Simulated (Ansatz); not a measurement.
Basis-set series for `C=CC1=CC1`. Total charge 0; spin multiplicity 1. All single points use the PBE0-D4/def2-TZVP geometry. It is one conformer, not always the lowest.

Cartesian coordinates in Å:
```
C 0.001 -1.146 1.593
C -0.757 -0.752 0.570
C -0.296 0.169 -0.420
C -0.467 0.868 -1.497
C 0.873 1.002 -0.845
H 1.013 -0.774 1.709
H -0.367 -1.846 2.334
H -1.770 -1.129 0.459
H -1.088 1.181 -2.319
H 1.742 0.518 -1.294
H 1.115 1.910 -0.291
```

```tsv
functional	basis	functions	energy (Eh)	HOMO (eV)	LUMO (eV)
PBE0-D4	def2-SVP	100	-193.65705	-6.57	-0.96
PBE0-D4	def2-QZVPP	465	-193.87575	-6.62	-1.11
ωB97M-V	def2-SVP	100	-193.78662	-8.65	1.19
ωB97M-V	def2-QZVPP	465	-194.01565	-8.70	0.93
```

**Question.** Give the rows for def2-TZVPP. (Estimate.)

**Answer.** Computed: 
```
functional       basis  functions  energy (Eh)  HOMO (eV)  LUMO (eV)
   PBE0-D4  def2-TZVPP        239   -193.86525      -6.61      -1.07
   ωB97M-V  def2-TZVPP        239   -194.00583      -8.69       1.00
```

Positive LUMOs are unbound and depend on the basis.
